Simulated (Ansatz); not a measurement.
Reaction (hydrogenolysis of a C–C bond): `CC1=C(N)S1` + H₂ → `NC1=CS1` + CH₄

Program: Ansatz. Geometries: PBE0-D4/def2-TZVP. ΔE: electronic, gas phase. CBS: MP2 limit from def2 TZ/QZ plus the TZ coupled-cluster correction, frozen cores. This one scheme is used for every species. One conformer a species, not always the lowest.

```
             level  ΔE (kJ/mol)
SCS-MP2/def2-QZVPP        -42.0
    CCSD/CBS(def2)        -48.0
```

(1) What does CCSD(T)/CBS give? (An estimate is asked.)

Largest T1 diagnostic among the species: 0.013.

Answers

(1) Ansatz gave: -43.9 kJ/mol. The listed levels differ from it by 1.9, -4.1 kJ/mol.

The D4 term adds +7.8 kJ/mol with B3LYP and +4.4 kJ/mol with PBE0; it sums over pairs of atoms, weighted by their polarisabilities, and B3LYP, whose exchange is more repulsive, gets the larger term. From PBE to PBE0 (25 % exact exchange), in def2-TZVPP and without D4, ΔE moves by −3.1 kJ/mol.

B3LYP here is the variant with VWN-RPA as its local correlation; programs differ in this.
